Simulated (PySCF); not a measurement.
# Atomic charges by several schemes

3-chloropropionamide, C3H6ClNO.
Structure used (GFN2-xTB), in Å, numbered top down from 1:
```xyz
12
C3H6ClNO angstrom
N      1.604    0.691    0.364
C      1.004   -0.516    0.310
O      1.434   -1.496    0.873
C     -0.260   -0.546   -0.549
C     -1.464   -0.009    0.213
Cl    -1.356    1.758    0.456
H      1.136    1.518    0.031
H      2.393    0.804    0.980
H     -0.461   -1.587   -0.805
H     -0.107    0.026   -1.465
H     -2.386   -0.183   -0.342
H     -1.535   -0.461    1.203
```

Density: PBE0/pcSseg-1 (PySCF); schemes: Mulliken, IAO, Hirshfeld and ESP-fitted. Isolated species at its GFN2-xTB geometry (one conformer only).

Task: Give the atomic charges in each scheme.

Result: In e:

```
atom                    environment  Mulliken     IAO  Hirshfeld  ESP-fitted
  N1                 amide nitrogen    -0.380  -0.507     -0.177      -0.943
  C2          amide carbonyl carbon    +0.361  +0.442     +0.172      +0.724
  O3                   amide oxygen    -0.419  -0.498     -0.303      -0.565
  C4  sp3 carbon next to a carbonyl    -0.247  -0.320     -0.080      -0.176
  C5                sp3 C–Cl carbon    -0.193  -0.232     -0.023      -0.222
 Cl6                 alkyl chlorine    -0.178  -0.117     -0.054      -0.170
  H7             amide N–H hydrogen    +0.205  +0.277     +0.112      +0.407
  H8             amide N–H hydrogen    +0.196  +0.284     +0.141      +0.422
  H9             methylene hydrogen    +0.157  +0.174     +0.059      +0.093
 H10             methylene hydrogen    +0.148  +0.154     +0.044      +0.096
 H11             methylene hydrogen    +0.174  +0.170     +0.055      +0.167
 H12             methylene hydrogen    +0.177  +0.172     +0.055      +0.167
```

Mean size of the charges over all atoms: ESP-fitted 0.346 e, IAO 0.279 e, Mulliken 0.236 e, Hirshfeld 0.106 e. Each set sums to the total charge, 0, to within 0.001 e. The IAO scheme projects the occupied orbitals on a minimal set of polarised atomic orbitals and counts the electrons in each atom's part of it.

Lowest charge. The schemes don't all agree: Mulliken O3 (-0.419); IAO N1 (-0.507); Hirshfeld O3 (-0.303); ESP-fitted N1 (-0.943).

Highest charge. All schemes agree: Mulliken C2 (+0.361); IAO C2 (+0.442); Hirshfeld C2 (+0.172); ESP-fitted C2 (+0.724).

Task: How many electrons does the IAO scheme count on N1?

Result: Z − q = 7 − (-0.507) = 7.507.

Task: How closely do the schemes follow one another over all atoms?

Result: Correlation coefficient and root-mean-square difference: Mulliken with IAO 0.99, 0.066 e; IAO with ESP-fitted 0.95, 0.169 e; IAO with Hirshfeld 0.95, 0.188 e; Mulliken with Hirshfeld 0.94, 0.137 e; Mulliken with ESP-fitted 0.93, 0.219 e; Hirshfeld with ESP-fitted 0.91, 0.318 e.

Task: Sum the charges by element, for elements with more than one atom.

Result: 
```json
{"element": "C", "atoms": "3", "Mulliken": "-0.079", "IAO": "-0.110", "Hirshfeld": "+0.069", "ESP-fitted": "+0.325"}
{"element": "H", "atoms": "6", "Mulliken": "+1.057", "IAO": "+1.231", "Hirshfeld": "+0.466", "ESP-fitted": "+1.352"}
```
